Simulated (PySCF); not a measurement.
# C4H7N: the cost of one run

The runs use PySCF 2.14.0, with density-fitted response routines of our own; the level of theory stands in each step. All values are computed, except where a source is named. Atoms count from 0, in the outputs and in this text.

## 1. Starting geometry

12 atoms, charge 0, multiplicity 1; geometry from: GFN2-xTB.

Bonds of the start (Å): C0–N1 1.26, N1–C2 1.44, C2–C3 1.55, C3–C4 1.54, C4–C0 1.50, C0–H5 1.08, C2–H6 1.09, C2–H7 1.10, C3–H8 1.08, C3–H9 1.10, C4–H10 1.10, C4–H11 1.08.

## 2. Optimising the geometry at PBE0-D3(BJ)/def2-SVP

The job: settings as JSON, then the geometry in Å.

```
{"job": {"xc": "PBE0", "basis": "def2-SVP", "d3": "d3bj", "grid": 1, "kind": "geom"}, "charge": 0, "multiplicity": 1}
C     -0.970830     0.660210    -0.068860
N      0.153280     1.221130    -0.070140
C      1.203250     0.236550     0.012450
C      0.527160    -1.156860     0.101880
C     -0.973790    -0.840910     0.016730
H     -1.879920     1.237720    -0.129750
H      1.853770     0.346730    -0.849260
H      1.800210     0.461180     0.908010
H      0.788160    -1.667790     1.016550
H      0.841760    -1.782330    -0.742180
H     -1.518130    -1.163990     0.913760
H     -1.464510    -1.278570    -0.845590
```

**Question.** How long does this first job take on 4 threads of Arm Neoverse V2, shared host?

About 11 s.
